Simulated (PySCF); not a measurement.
Compound: metal hydrosulfide, HNaS.
SMILES with atom numbers: `[Na:1][SH:2]` (hydrogens: H3 on S2)

Structure used (PBE0-D3(BJ)/def2-SVP), in Å, numbered top down from 1:
```
atom  x, y, z in Å
Na1    1.727   -0.280   -0.002
S2    -0.548    0.689   -0.025
H3    -1.172   -0.511   -0.019
```

Computed with PySCF at B3LYP/def2-SVPD, non-relativistic, on one gas-phase PBE0-D3(BJ)/def2-SVP geometry that isn't relaxed in the solvent. The solvent is an IEF-PCM continuum (Bondi radii, 1.10 Å for H, scaled by 1.2), and excitations are vertical TDDFT with non-equilibrium linear response and a frozen core. Only the electrostatic response of the medium enters.

Gas-phase singlets (H = HOMO, L = LUMO):

```
state  E (eV)  λ (nm)      f  leading configurations
   S1   2.341     530  0.012                H→L 100%
   S2   3.195     388  0.153               H-1→L 96%
   S3   4.108     302  0.001               H→L+1 99%
   S4   4.368     284  0.060               H→L+2 95%
   S5   4.503     275  0.052               H→L+3 94%
```

Problem. How does the list change in chloroform (ε = 4.711)?

Solution. 
| state | E (eV) | λ (nm) | f | leading configurations | change by rank (eV) |
| --- | --- | --- | --- | --- | --- |
| S1 | 3.650 | 340 | 0.040 | H→L 99% | +1.309 |
| S2 | 4.217 | 294 | 0.187 | H-1→L 98% | +1.022 |
| S3 | 5.128 | 242 | 0.084 | H→L+1 74%, H→L+2 23% | +1.020 |
| S4 | 5.233 | 237 | 0.001 | H→L+2 75%, H→L+1 24% | +0.865 |
| S5 | 5.396 | 230 | 0.055 | H→L+3 81%, H-1→L+1 10% | +0.893 |

Problem. What are the lowest 5 singlets in tetrahydrofuran (ε = 7.426)?

Solution. 
| state | E (eV) | λ (nm) | f | leading configurations | change by rank (eV) |
| --- | --- | --- | --- | --- | --- |
| S1 | 3.831 | 324 | 0.046 | H→L 99% | +1.490 |
| S2 | 4.372 | 284 | 0.188 | H-1→L 98% | +1.177 |
| S3 | 5.229 | 237 | 0.080 | H→L+1 93% | +1.121 |
| S4 | 5.396 | 230 | 0.000 | H→L+2 95% | +1.028 |
| S5 | 5.531 | 224 | 0.046 | H→L+3 66%, H-1→L+1 30% | +1.028 |

Problem. How do the frontier levels move from gas to tetrahydrofuran?

Solution. 
| orbital | gas (eV) | solvent (eV) | change (eV) |
| --- | --- | --- | --- |
| LUMO+2 | -0.10 | 0.35 | +0.45 |
| LUMO+1 | -0.21 | 0.26 | +0.47 |
| LUMO | -1.93 | -1.15 | +0.78 |
| HOMO | -5.08 | -5.85 | -0.77 |
| HOMO-1 | -5.62 | -6.26 | -0.64 |
| HOMO-2 | -8.80 | -9.43 | -0.63 |
| HOMO-3 | -16.95 | -17.59 | -0.64 |

The HOMO–LUMO gap goes from 3.15 to 4.70 eV.
